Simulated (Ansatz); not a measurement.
# doublet AlF(+): levels of theory in one basis

```xyz
2

Al    0.0000    0.0000   -0.8780
F     0.0000    0.0000    0.8780
```

Basis set: def2-SVP (spherical functions). Left uncorrelated: 6 orbitals. Correlation on ROHF uses semicanonical orbitals with singles. Charge 1, multiplicity 2.

Computed with Ansatz (development build ahead of 0.2.0); each method stands on the lowest determinant of its kind that the runs found.

| method | E − E(ROHF) (eV) | <S²> of the determinant |
| --- | --- | --- |
| ROHF | 0.00 | – |
| UHF | -0.02 | 0.75 |
| ROHF-MP2 | -5.90 | – |
| UHF-MP2 | -5.91 | 0.75 |
| ROHF-CCSD(T) | -6.08 | – |
| UHF-CCSD(T) | -6.08 | 0.75 |

(1) Is a single determinant a sound starting point here?

Results:

(1) By this sign, yes. Unrestricted orbitals gain 0.02 eV and <S²> is 0.75 against 0.75 for a pure state.
